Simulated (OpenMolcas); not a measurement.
# HF/6-31G(d) (RICD fitting, spherical functions, fitting threshold 1e-05) run of H2O3 (trioxidane), part 2 of 2

OpenMolcas 26.06.

## (3) The doublet anion

Contents of job.input:

```
&gateway
  baslib=$CurrDir
  coord
  5
  bohr
  O     -1.85952830    -1.30903218    -0.26032867
  O     -0.24005191    -0.09276666     1.41202226
  O      2.22313050    -0.10731755     0.49533501
  H     -2.60542210    -0.00287238    -1.31519269
  H      2.48185291     1.51198877    -0.33183591
  basis=6-31Gs
  group=NoSym
  ricd
  cdthreshold=1e-05

&seward

&scf
  uhf
  charge=-1
  spin=2
  prorbitals=0
```

The basis set 6-31G* is read from a file made from the Basis Set Exchange's data (not shown).

Run with:

```bash
export MOLCAS_MEM=1860
pymolcas job.input > job.log
```

What it wrote:

```text
--- Start Module: gateway ---

                                              &GATEWAY

                       available to each process: 1.9 GB of memory, 1 thread

 Basis Set     1 Label: O.6-31GS
 Basis set is read from library:.
 basistype.tbl is not found

 Basis Set     2 Label: H.6-31GS
 Basis set is read from library:.
 basistype.tbl is not found

++    Symmetry information:
      ---------------------

                    Character Table for C1

                             E
                    a        1  x, y, xy, Rz, z, xz, Ry, yz, Rx, I
--

++    Basis set information:
      ----------------------

      Basis set label: O.6-31GS.........

      Electronic valence basis set:
      ------------------
      Associated Effective Charge   8.000000 au
      Associated Actual Charge      8.000000 au
      Nuclear Model: Point charge

      Shell  nPrim  nBasis  Cartesian Spherical Contaminant
         s      10       3        X
         p       4       2        X
         d       1       1                 X

      Basis set label: H.6-31GS.........

      Electronic valence basis set:
      ------------------
      Associated Effective Charge   1.000000 au
      Associated Actual Charge      1.000000 au
      Nuclear Model: Point charge

      Shell  nPrim  nBasis  Cartesian Spherical Contaminant
         s       4       2        X
--

++    Molecular structure info:
      -------------------------

                    ************************************************
                    **** Cartesian Coordinates / bohr, angstrom ****
                    ************************************************

     Center  Label                x              y              z                     x              y              z
        1      O1              -1.859528      -1.309032      -0.260329             -0.984020      -0.692710      -0.137760
        2      O2              -0.240052      -0.092767       1.412022             -0.127030      -0.049090       0.747210
        3      O3               2.223130      -0.107318       0.495335              1.176430      -0.056790       0.262120
        4      H4              -2.605422      -0.002872      -1.315193             -1.378730      -0.001520      -0.695970
        5      H5               2.481853       1.511989      -0.331836              1.313340       0.800110      -0.175600

                    ***************************************
                    *    InterNuclear Distances / bohr    *
                    ***************************************

               1 O1            2 O2            3 O3            4 H4            5 H5
    1 O1       0.000000
    2 O2       2.626550        0.000000
    3 O3       4.322412        2.628268        0.000000
    4 H4       1.837158        3.611199        5.157891        0.000000
    5 H5       5.177921        3.609023        1.836655        5.398348        0.000000

                    *******************************************
                    *    InterNuclear Distances / angstrom    *
                    *******************************************

               1 O1            2 O2            3 O3            4 H4            5 H5
    1 O1       0.000000
    2 O2       1.389910        0.000000
    3 O3       2.287322        1.390820        0.000000
    4 H4       0.972182        1.910964        2.729438        0.000000
    5 H5       2.740038        1.909813        0.971916        2.856683        0.000000

                    **************************************
                    *    Valence Bond Angles / degree    *
                    **************************************
                          Atom centers                 Phi
                      2 O2       1 O1       4 H4       106.66
                      1 O1       2 O2       3 O3       110.68
                      2 O2       3 O3       5 H5       106.51

           ***************************************************************
           *              Valence Dihedral Angles / degree               *
           ***************************************************************
                    Atom centers                       Phi1     Phi2     Theta
           3 O3       2 O2       1 O1       4 H4        110.68   106.66   -95.31
           1 O1       2 O2       3 O3       5 H5        110.68   106.51    96.91
--

            Nuclear Potential Energy             79.94732601 au

--- Stop Module: gateway /rc=_RC_ALL_IS_WELL_ ---

--- Start Module: seward ---

                                              &SEWARD

                       available to each process: 1.9 GB of memory, 1 thread

               SEWARD will generate:
                  Multipole Moment integrals up to order  2
                  Kinetic Energy integrals
                  Nuclear Attraction integrals (point charge)
                  One-Electron Hamiltonian integrals
                  Velocity integrals
                  Orbital angular momentum around (  0.0370  -0.4523   0.4937 )
                  Velocity quadrupole around (  0.0370  -0.4523   0.4937 )
                  RI decomposed two-electron repulsion integrals stored Cholesky style
                   - acCD auxiliary basis
                   - CD Threshold:   1.00E-05

                   Integrals are discarded if absolute value <: 1.00E-14
                   Integral cutoff threshold is set to       <: 1.00E-16

            Nuclear Potential Energy             79.94732601 au

      Basis set specifications :
      Symmetry species         a
      Basis functions           46

--- Stop Module: seward /rc=_RC_ALL_IS_WELL_ ---

--- Start Module: scf ---

                                                &SCF

                       available to each process: 1.9 GB of memory, 1 thread

++    Input section:
      --------------

      Header of the integral files:

      Cartesian coordinates in angstrom:
      -----------------------------------------------------
      No.  Label        X            Y            Z
      -----------------------------------------------------
       1   O1        -0.98402000  -0.69271000  -0.13776000
       2   O2        -0.12703000  -0.04909000   0.74721000
       3   O3         1.17643000  -0.05679000   0.26212000
       4   H4        -1.37873000  -0.00152000  -0.69597000
       5   H5         1.31334000   0.80011000  -0.17560000
      -----------------------------------------------------
      Nuclear repulsion energy =   79.94732601
--

++    Orbital specifications:
      -----------------------

      Symmetry species               1
                                     a
      Frozen orbitals                0
      Start temperature = 0.500
      End temperature   = 0.010
      Temperature Factor= 0.460
      Deleted orbitals               0
      Total number of orbitals      46
      Number of basis functions     46
--

      Molecular charge                          -1.000

++    Optimization specifications:
      ----------------------------

      SCF Algorithm: LK-RI/DF USCF
      LK screening threshold:                     4.50E-02
      Local-Exchange (LK) algorithm.
       - the density matrix is decomposed
      The actual AO density is used
      Number of density matrices in core                 5
      Maximum number of NDDO SCF iterations            400
      Maximum number of HF SCF iterations              400
      Threshold for SCF energy change             1.00E-09
      Threshold for density matrix                1.00E-04
      Threshold for Fock matrix                   1.50E-04
      Threshold for linear dependence             1.00E-09
      Threshold at which DIIS is turned on        1.50E-01
      Maximum depth in the DIIS procedure                5
      Maximum depth in the BFGS Hessian update          30
      Threshold at which QNR/C2DIIS is turned on  7.50E-02
      Threshold for Norm(delta) (QNR/C2DIIS)      1.00E-03
      All orbitals punched on: UHFORB
--

      Input vectors read from INPORB
      Orbital file label: *Guess orbitals

++ Convergence information
                               UHF SCF        iterations: Energy and convergence statistics

Iter     Tot. SCF        One-elec.       Two-elec.     Energy      Max Dij or  Max Fij      DNorm      TNorm      AccCon     Time
         Energy          Energy          Energy        Change      Delta Norm                                                in Sec.
   1  -221.612429124  -477.022148186   175.462393050   0.00E+00    1.77E-01*   5.51E-01*    7.20E+00   9.12E+01   None         0.
   2  -223.463387677  -472.998520838   169.587807148  -1.85E+00*   6.06E-02*   6.03E-02*    8.42E+00   8.98E+01   EDIIS        0.
   3  -224.874104760  -480.191423811   175.369993039  -1.41E+00*   2.66E-01*   1.14E-01*    7.08E+00   9.13E+01   EDIIS        0.
   4  -225.216844771  -475.670132070   170.505961287  -3.43E-01*   7.12E-02*   5.43E-02*    7.81E+00   9.01E+01   EDIIS        0.
   5  -225.320460527  -479.121473516   173.853686977  -1.04E-01*   1.35E-01*   4.39E-02*    8.59E+00   9.10E+01   EDIIS        0.
   6  -225.344475129  -477.016435029   171.724633887  -2.40E-02*   8.56E-02*   3.17E-02*    9.06E+00   9.05E+01   EDIIS        0.
   7  -225.347700426  -478.322791995   173.027765556  -3.23E-03*   2.85E-02*   1.45E-02*    8.80E+00   9.08E+01   EDIIS        0.

       Fermi aufbau procedure completed!
      nOcc(alpha)=   14
      nOcc(beta) =   13

   8  -225.348913188  -477.565112394   172.268873194  -1.21E-03*   2.34E-02*   7.07E-03*    8.88E+00   9.06E+01   c2DIIS       0.
   9  -225.349546758  -477.895217536   172.598344766  -6.34E-04*   2.63E-02*   3.54E-03*    8.82E+00   9.07E+01   QNRc2DIIS    0.
  10  -225.349739120  -477.895689119   172.598623986  -1.92E-04*   2.12E-01*   4.24E-03*    8.80E+00   9.07E+01   QNRc2DIIS    0.
  11  -225.350479322  -478.110912404   172.813107070  -7.40E-04*   7.98E-02*   4.46E-03*    8.63E+00   9.07E+01   QNRc2DIIS    0.
  12  -225.350798523  -478.190745121   172.892620586  -3.19E-04*   3.93E-01*   4.42E-03*    8.57E+00   9.08E+01   QNRc2DIIS    0.
  13  -225.352319892  -478.575029382   173.275383477  -1.52E-03*   1.04E-01*   2.67E-03*    8.32E+00   9.09E+01   QNRc2DIIS    0.
  14  -225.352464276  -478.764830236   173.465039948  -1.44E-04*   8.86E-02*   2.06E-03*    8.23E+00   9.09E+01   QNRc2DIIS    0.
  15  -225.352491088  -478.669794990   173.369977891  -2.68E-05*   3.44E-02*   1.25E-03*    8.29E+00   9.09E+01   QNRc2DIIS    0.
  16  -225.352488952  -478.618335724   173.318520760   2.14E-06*   4.48E-02*   2.20E-03*    8.27E+00   9.09E+01   QNRc2DIIS    0.
  17  -225.352561203  -478.724360274   173.424473059  -7.23E-05*   4.27E-03*   3.46E-04*    8.24E+00   9.09E+01   QNRc2DIIS    0.
  18  -225.352562894  -478.728401523   173.428512616  -1.69E-06*   1.32E-03*   9.71E-05     8.24E+00   9.09E+01   QNRc2DIIS    0.
  19  -225.352563082  -478.728013890   173.428124797  -1.87E-07*   1.68E-03*   5.92E-05     8.24E+00   9.09E+01   QNRc2DIIS    0.
  20  -225.352563234  -478.728371152   173.428481906  -1.52E-07*   8.60E-04    4.25E-05     8.24E+00   9.09E+01   QNRc2DIIS    0.
  21  -225.352563272  -478.728405161   173.428515876  -3.89E-08*   9.05E-04    4.01E-05     8.24E+00   9.09E+01   QNRc2DIIS    0.
  22  -225.352563303  -478.728395568   173.428506253  -3.01E-08*   1.26E-03*   4.46E-05     8.24E+00   9.09E+01   QNRc2DIIS    0.
  23  -225.352563360  -478.728414303   173.428524931  -5.70E-08*   1.84E-03*   4.16E-05     8.24E+00   9.09E+01   QNRc2DIIS    0.
  24  -225.352563418  -478.728470544   173.428581113  -5.86E-08*   7.95E-04    3.14E-05     8.24E+00   9.09E+01   QNRc2DIIS    0.
  25  -225.352563444  -478.728460240   173.428570784  -2.55E-08*   7.72E-04    2.33E-05     8.24E+00   9.09E+01   QNRc2DIIS    0.
  26  -225.352563461  -478.728428063   173.428538589  -1.78E-08*   7.56E-05    4.61E-06     8.24E+00   9.09E+01   QNRc2DIIS    0.
  27  -225.352563462  -478.728420676   173.428531202  -7.51E-10    7.19E-05    2.98E-06     8.24E+00   9.09E+01   QNRc2DIIS    0.

       Convergence after  27 Iterations
--

 *****************************************************************************************************************************
 *                                             SCF/KS-DFT Program, Final results                                             *
 *                                                       Final Results                                                       *
 *****************************************************************************************************************************

::    Total SCF energy                               -225.3525634621
      One-electron energy                            -478.7284206762
      Two-electron energy                             173.4285312018
      Nuclear repulsion energy                         79.9473260122
      Kinetic energy (interpolated)                   226.3576112202
      Virial theorem                                    0.9955599118
      Total spin, S(S+1)                                0.7798054264
      Total spin, S                                     0.5147932924
      Max non-diagonal density matrix element           0.0000351789
      Max non-diagonal Fock matrix element              0.0000078414

      No orbitals printed
      No orbitals printed

++    Molecular charges:
      ------------------

      Mulliken charges per centre
      ---------------------------

                            O1                      O2                      O3                      H4                      H5
                     alpha        beta       alpha        beta       alpha        beta       alpha        beta       alpha        beta
      Total        4.4234      4.2012      4.2880      3.9708      4.4245      4.2001      0.4289      0.3143      0.4353      0.3136
      Total              8.6246                  8.2587                  8.6246                  0.7432                  0.7489

      Charge           -0.6246                 -0.2587                 -0.6246                  0.2568                  0.2511

      Total electronic charge=   27.000000

      Total            charge=   -1.000000
--

++    Molecular orbitals:
      -------------------

      Title: Natural orbitals

      Molecular orbitals for symmetry species 1: a

          Orbital            1         2         3         4         5         6         7         8         9        10
          Energy          -20.2898  -20.2795  -20.2774   -0.4357   -0.5763   -0.3901   -0.3212   -0.6536   -0.8679   -0.3402
          Occ. No.          2.0000    2.0000    2.0000    2.0000    2.0000    1.9999    1.9999    1.9999    1.9998    1.9997

[... 45 lines of this table left out ...]
       46 H5     1s         0.0002   -0.0001    0.0041   -0.1074    0.1152    0.0050    0.0158   -0.0517    0.0573   -0.0279

          Orbital           11        12        13        14        15        16        17        18        19        20
          Energy           -0.7082   -0.4896   -0.3438    0.3574    0.6939    1.0677    1.5493    1.7735    1.2869    2.0757
          Occ. No.          1.9996    1.9967    1.9895    1.0000    0.0105    0.0033    0.0004    0.0003    0.0002    0.0001

[... 45 lines of this table left out ...]
       46 H5     1s         0.0906    0.0869    0.0481    0.4236    0.3412    0.6478    0.6740    0.2730   -0.8456   -0.3636

          Orbital           21        22        23        24        25        26        27        28        29        30
          Energy            1.8001    2.0019    1.7984    1.8357    2.2276    2.2088    1.9490    1.0524    1.6890    1.6200
          Occ. No.          0.0001    0.0001    0.0000    0.0000    0.0000    0.0000    0.0000    0.0000    0.0000    0.0000

[... 45 lines of this table left out ...]
       46 H5     1s         0.1422    0.0986   -0.4597    0.5426   -0.3368    0.2820   -0.1986   -0.7105    0.4605    0.0632

          Orbital           31        32        33        34        35        36        37        38        39        40
          Energy            1.6066    1.8581    1.9865    2.2029    2.1878    2.3357    2.5933    2.4741    2.2620    2.7257
          Occ. No.          0.0000    0.0000    0.0000    0.0000    0.0000    0.0000    0.0000    0.0000    0.0000    0.0000

[... 45 lines of this table left out ...]
       46 H5     1s         0.5558   -0.0030   -0.2358   -0.3558   -0.0820    0.1453    0.1416   -0.1158    0.2880   -0.0079

          Orbital           41        42        43        44        45        46
          Energy            2.4688    2.5840    2.9623    3.1432    2.6487    2.9799
          Occ. No.          0.0000    0.0000    0.0000    0.0000    0.0000    0.0000

[... 45 lines of this table left out ...]
       46 H5     1s         0.2639   -0.0969   -0.1045    0.0061   -0.0691   -0.0687
--

++    Molecular properties:
      ---------------------

      Charge (e):
                      =   -1.0000
      Dipole Moment (debye):
      Origin of the operator (angstrom)=    0.0196   -0.2394    0.2612
                   X= -4.3130E-01               Y=  1.8423E+00               Z= -7.7469E-01           Total=  2.0445E+00
      Center of Charge (angstrom)
                     X=    0.10939117               Y=   -0.62291877               Z=    0.42253060
      Quadrupole Moment (debye*angstrom):
      Origin of the operator (angstrom)=    0.0196   -0.2394    0.2612
                  XX= -2.4365E+01              XY= -1.3823E+00              XZ= -3.6237E-01              YY= -1.8963E+01
                  YZ= -1.8636E+00              ZZ= -1.9544E+01
      In traceless form (debye*angstrom)
                  XX= -5.1119E+00              XY= -2.0734E+00              XZ= -5.4356E-01              YY=  2.9919E+00
                  YZ= -2.7953E+00              ZZ=  2.1200E+00
--

--- Stop Module: scf /rc=_RC_ALL_IS_WELL_ ---
--- Module scf spent 1 second ---

.##################.
.# Happy landing! #.
.##################.

    Timing: Wall=2.77 User=2.16 System=0.27
```

It took 3 s on 1 thread of Arm Neoverse V1, shared host; peak memory 0.092 GiB.

## (4) What came out

What follows sums up all 2 parts.

At HF/6-31G* (RICD fitting, spherical functions, fitting threshold 1e-05):

| quantity | value |
| --- | --- |
| singlet H2O3: total energy | -225.52099 Eh |
| singlet H2O3: dipole moment | 3.65 D |
| singlet H2O3: HOMO energy | -13.21 eV |
| singlet H2O3: LUMO energy | 5.14 eV |
| singlet H2O3: HOMO–LUMO gap | 18.35 eV |
| doublet anion: total energy | -225.35256 Eh |
| doublet anion: HOMO energy (highest over α and β) | 2.89 eV |
| doublet anion: LUMO energy (lowest over α and β) | 12.58 eV |
| doublet anion: ⟨S²⟩ | 0.780 |
| vertical electron affinity (to the doublet anion) | -4.583 eV |

In words: The anion lies 4.58 eV (106 kcal/mol) above the neutral: the electron isn't bound at this level, and such a value depends on the basis. Without diffuse functions anions come out too high. Hartree–Fock misses the correlation that binds many anions. Mulliken charges (singlet H2O3) run from -0.43 on O3 to +0.47 on H5; they depend strongly on the basis. Mulliken charges (doublet anion) run from -0.62 on O1 to +0.26 on H4. The HOMO (doublet anion) lies at positive energy, 2.89 eV: the electron is unbound at this level or held by a compact basis; values depend on the basis.
